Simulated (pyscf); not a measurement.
A first-order saddle from PySCF, ωB97X-D3(BJ)/def2-SVP:

```xyz
7

S      1.2785     0.5361     0.1155
Mo    -0.8085     0.6096    -0.4792
F      0.2246     0.1840    -2.2507
F     -1.6801     0.9858     1.0894
F     -1.4598    -1.0810    -0.6163
F     -1.1692     2.2183    -1.2429
H      1.1281     0.2516    -1.4678
```
Charge 0, spin multiplicity 2.

Surface: doublet, charge 0. Lowest wavenumbers (cm⁻¹): 1095i, 137, 163, 194, 208.

**Question.** What reaction is this the transition state of?

**Answer.** `[F][Mo]([F])([F])([F])[SH]` [doublet] ⇌ `[F][Mo]([F])([F])=[S]` [doublet] + `[FH]`, an elimination read from left to right: H–S, F–Mo broken and F–H formed. At ωB97M-D3(BJ)/def2-TZVP it lies +21.7 kcal/mol from the left side and 0.0 kcal/mol from the right (each side as separated species at their lowest minima found). On the product side the descent ends in an adduct with a F–Mo contact, 8.1 kcal/mol under the separated species and 6.3 kcal/mol under the saddle at ωB97X-D3(BJ)/def2-TZVP. What is counted as broken (F–Mo) persists as a longer contact in the product adduct; parting that adduct is a step of its own. This is the saddle that the search found; another between the same sides may lie lower. Open-shell species with a d-block atom are single-reference here; other states, and whether the spin sits on metal or ligand, were not checked. Elements past Kr carry the def2 core potentials, without spin-orbit coupling.
